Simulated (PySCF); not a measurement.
# How well do the runs reproduce experiment for isobutyronitrile?

**Experimental background.**

NIST CCCBDB Release 22 (SRD 101), experimental polarizabilities lists, for the gas: mean polarisability 8.049 Å³.

The runs below try to reproduce these values; the comparison stands at the end.

Isobutyronitrile, C4H7N.
SMILES with atom numbers: `[CH3:1][CH:2]([CH3:3])[C:4]#[N:5]` (hydrogens: H6, H7, H8 on C1; H9 on C2; H10, H11, H12 on C3)

Cartesian coordinates in Å at the PBE0-D3(BJ)/def2-SVP level; atoms count from 1:
```xyz
12
C4H7N angstrom
C      1.0595   -0.6742    0.8164
C     -0.0396   -0.0536   -0.0484
C     -1.3806   -0.7741    0.1035
C     -0.1844    1.3737    0.2515
N     -0.3013    2.4977    0.5020
H      1.1868   -1.7344    0.5533
H      0.7969   -0.6131    1.8832
H      2.0217   -0.1630    0.6717
H      0.2718   -0.1101   -1.1063
H     -1.7277   -0.7350    1.1468
H     -2.1544   -0.3219   -0.5326
H     -1.2699   -1.8303   -0.1829
```

Runs made with PySCF (gas phase, on this PBE0-D3(BJ)/def2-SVP geometry; no spin–orbit coupling):

```
         level                                                               job  basis functions  wall time
PBE0/def2-SVPD  6 singlets by full TDDFT, polarisability, dynamic polarisability              156       29 s
```

Hardware: one thread of an Arm Neoverse N1 (shared host).

## Comparison

**Mean polarisability.** Measured: 8.049 Å³ (NIST CCCBDB Release 22 (SRD 101), experimental polarizabilities).

```
         level  computed (Å³)  computed − measured (Å³)  % (from the printed values)
PBE0/def2-SVPD          7.828                    -0.221                           -3
```

The computed values are static and purely electronic, with core orbitals frozen in the response (1 au = 0.148185 Å³). The table of measured values doesn't say here whether a value is static or optical, or holds a vibrational part.

The geometry is computed, not the measured one. Where a level misses, the cause wasn't examined.
